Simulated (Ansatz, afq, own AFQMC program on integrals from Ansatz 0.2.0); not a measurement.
## F⁻, singlet in aug-cc-pVDZ, levels against full CI

A free F anion.

Basis aug-cc-pVDZ. Noble-gas cores (and the filled d shells of Ga–Kr and In–Xe) are frozen. Integrals, coupled cluster, full CI and functionals: Ansatz 0.2.0; the random walks run on the same integrals in our own AFQMC program. The CISD trial takes its coefficients from CCSD amplitudes. Released means that phaseless walkers are propagated on without the constraint, phases kept. ± is one standard error of the sampling.

Determinant: RHF, the one that the program's search chose, which needn't be the lowest solution.

Full CI on the same integrals is exact in this basis and with this determinant's frozen core.

Cautions: raised T1 diagnostic (T1 0.023, weight of the determinant 0.94, largest double 0.04); the released energies are still falling, so no released level is given (meV from the phaseless value at times in 1/Eh: 16 ± 8 at 0.24, 15 ± 8 at 0.51, 15 ± 7 at 0.99, 6 ± 10 at 1.62, -28 ± 14 at 2.40).

```
T1 diagnostic                               : 0.0232
weight of the determinant in the CISD state : 0.938
size of the correlated space                : 8 electrons in 22 orbitals
```

```csv
level,correlation energy (eV)
MP2,-6.4672
CCSD,-6.3785
CCSD(T),-6.5402
```

**Question.** Estimate where full CI lies against CCSD(T) on the same integrals.

**Answer.** 0.73 mEh below CCSD(T).

Reference: full CI, correlation energy -6.560 eV.

```
        level  E − E(reference) (mEh)  share of correlation (%)
      CCSD(T)                    0.73                     99.70
        CCSDT                    0.40                     99.84
     CCSDT(Q)                   -0.13                    100.05
       CCSDTQ                   -0.05                    100.02
ph-AFQMC/CISD            -0.49 ± 0.31                    100.20
```

CCSDT and higher add their correlation energy to the determinant of the CCSD(T) run, since their own runs factorise the integrals more tightly (a shift of under 2 meV). A walk keeps the symmetry of its determinant, which the program's search chose and which needn't be the lowest solution, so a lower state of the same spin and another symmetry isn't excluded.
